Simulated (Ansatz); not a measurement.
in.yaml

```yaml
crystal:
  periodic: [false, false, false]
  atoms:
    - {symbol: N, position_ang: [0.000000, 0.000000, 0.703235]}
    - {symbol: Mg, position_ang: [0.000000, 0.000000, -3.856124]}
    - {symbol: H, position_ang: [0.000000, 0.000000, 3.152888]}
basis:
  gaussian: {orbitals: 6-31G}
magnetization: {spin_polarized: false, initial_magnetization: 2}
correlation: {method: fic_mrcisd_q, electrons: outside_noble_gas, active_space: {window: {electrons: 4, orbitals: 4}}}
```

```sh
$ ansatz run in.yaml --threads 1 --pin off --events-out ev --progress --plain --max-ram 2393MiB
```

Log:

```
298 factors; integrals over basis functions are off by at most 2.6e-4 eV
mean field evaluation 1: about -6919.4308 eV, gradient 7.8e0 eV
mean field evaluation 2: about -6919.4373 eV, gradient 7.9e0 eV
mean field evaluation 4: about -6920.1429 eV, gradient 2.3e0 eV
mean field evaluation 8: about -6920.1860 eV, gradient 1.1e-1 eV
mean field evaluation 16: about -6914.1296 eV, gradient 1.9e1 eV
mean field evaluation 32: about -6920.3668 eV, gradient 8.1e0 eV
mean field evaluation 64: about -6913.3471 eV, gradient 1.6e1 eV
mean field evaluation 96: about -6916.3294 eV, gradient 3.7e0 eV
mean field evaluation 128: about -6920.6691 eV, gradient 1.9e-1 eV
mean field evaluation 160: about -6914.4404 eV, gradient 1.6e1 eV
...
mean field -6920.83698133 eV, -254.3360679520 hartree, gradient 3.0e-6 eV, S^2 2.000000; 15 other end points of the search recorded, 0 dependent functions left out
reference -6920.83698133 eV, -254.3360679520 hartree; 11, 9 occupied and 13, 15 virtual orbitals, 298 factors
state -6924.68600999 eV, -254.4775171463 hartree
...
state -6924.68600999 eV, -254.4775171463 hartree; corrected -6926.66011443 eV, -254.5500641463 hartree
state -6921.34619144 eV, -254.3547810785 hartree
...
state -6921.34619144 eV, -254.3547810785 hartree; corrected -6923.50919151 eV, -254.4342698650 hartree
state -6924.68600999 eV, -254.4775171463 hartree; corrected -6926.66011443 eV, -254.5500641463 hartree
state -6921.16861541 eV, -254.3482552797 hartree
...
contracted CI cycle  10: correlation -2.12867846 eV, -0.0782274906 hartree, residual 1.21e-2 eV
contracted CI cycle  11: correlation -2.12868392 eV, -0.0782276910 hartree, residual 7.34e-3 eV
contracted CI cycle  12: correlation -2.12868568 eV, -0.0782277558 hartree, residual 3.90e-3 eV
contracted CI cycle  13: correlation -2.12868631 eV, -0.0782277790 hartree, residual 2.58e-3 eV
contracted CI cycle  14: correlation -2.12868665 eV, -0.0782277915 hartree, residual 2.46e-3 eV
contracted CI cycle  15: correlation -2.12868696 eV, -0.0782278029 hartree, residual 1.89e-3 eV
contracted CI cycle  16: correlation -2.12868711 eV, -0.0782278082 hartree, residual 1.31e-3 eV
contracted CI cycle  17: correlation -2.12868717 eV, -0.0782278106 hartree, residual 7.09e-4 eV
contracted CI cycle  18: correlation -2.12868719 eV, -0.0782278115 hartree, residual 5.21e-4 eV
contracted CI cycle  19: correlation -2.12868720 eV, -0.0782278118 hartree, residual 3.00e-4 eV
state -6921.16861541 eV, -254.3482552797 hartree; corrected -6923.59242628 eV, -254.4373286862 hartree
state -6924.68600999 eV, -254.4775171463 hartree; corrected -6926.66011443 eV, -254.5500641463 hartree
1 active orbitals were swapped for others, from the solution at -6921.34585495 eV, -254.3547687127 hartree to that at -6924.68600987 eV, -254.4775171420 hartree; typed "places" are swapped only where nearly empty or full, and so, without "given_window_search", are "orbital_numbers", "shells" and a window whose orbitals a file names under [Active]
Total energy: -6926.66011443 eV, -254.5500641463 hartree
```

For the same geometry and basis full CI lies 52.8 meV higher.

Ran on 1 thread of INTEL XEON PLATINUM 8581C, shared host: 1.9 s wall, 0.18 GiB peak host memory.
